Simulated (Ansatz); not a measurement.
Elements on the sites of an ideal bcc lattice, at a guessed lattice constant:

```
CELL_PARAMETERS angstrom
6.29204 0.00000 0.00000
0.00000 6.29204 0.00000
0.00000 0.00000 6.29204
ATOMIC_POSITIONS crystal
Ga 0.50000 0.50000 0.00000
Os 0.00000 0.00000 0.00000
Os 0.00000 0.50000 0.00000
Os 0.00000 0.00000 0.50000
Pt 0.50000 0.00000 0.00000
Pt 0.25000 0.25000 0.25000
Pt 0.50000 0.00000 0.50000
Pt 0.75000 0.25000 0.25000
Pt 0.00000 0.50000 0.50000
Pt 0.25000 0.75000 0.25000
Pt 0.25000 0.25000 0.75000
Pt 0.50000 0.50000 0.50000
Pt 0.75000 0.75000 0.25000
Pt 0.75000 0.25000 0.75000
Pt 0.25000 0.75000 0.75000
Pt 0.75000 0.75000 0.75000
```

Cell and atoms were relaxed without symmetry on coarser meshes and computed once more. Theory: DFT PBE, scalar-relativistic, plane waves, PAW (Ansatz).

Cutoff 420 eV; k points 4×6×6 on the computed 16-atom cell (Γ-centred); Gaussian smearing, width 0.10 eV; no spin polarisation.

The relaxation ran on 2×2×2 (shifted) and then 3×4×4 k points with a smearing of 0.1 eV, from sites shaken by 0.02 Å.

Q: What does the relaxation give?

A: A volume of 15.32 Å³/atom and no gap on the mesh. It lies 0.01 eV/atom below the elements' standard states (static lattices, no corrections for gases). The atoms leave their sites by 0.05 Å (root mean square) and 0.07 Å at most, and the cell stretches by up to 26.8 % at fixed volume, so the lattice hasn't survived.

```
CELL_PARAMETERS angstrom
7.93361 0.00008 -0.00007
0.00009 5.56034 0.00092
-0.00006 0.00093 5.55599
ATOMIC_POSITIONS crystal
Ga 0.49871 0.50113 0.99881
Os 0.99876 0.00121 0.00003
Os 0.99876 0.50137 0.99910
Os 0.99875 0.00107 0.49790
Pt 0.49875 0.00136 0.99863
Pt 0.24080 0.25056 0.24535
Pt 0.49876 0.00110 0.49904
Pt 0.75670 0.25058 0.24534
Pt 0.99876 0.50112 0.49837
Pt 0.24082 0.75180 0.24536
Pt 0.23987 0.25011 0.75233
Pt 0.49875 0.50102 0.50044
Pt 0.75669 0.75181 0.24535
Pt 0.75764 0.25013 0.75231
Pt 0.23995 0.75205 0.75230
Pt 0.75758 0.75207 0.75228
```

The final mesh leaves forces up to 0.05 eV/Å and stresses up to 0.6 GPa: the relaxation ran on a coarser mesh, so the cell's shape, its bonds and its energy belong partly to that mesh.

Spin-orbit coupling is left out, which matters for the bands of heavy elements.

Cost: 2 runs of about 13 core-minutes in all (earlier runs that led there not counted), on AMD EPYC 7R43 (Zen 3) (shared hosts).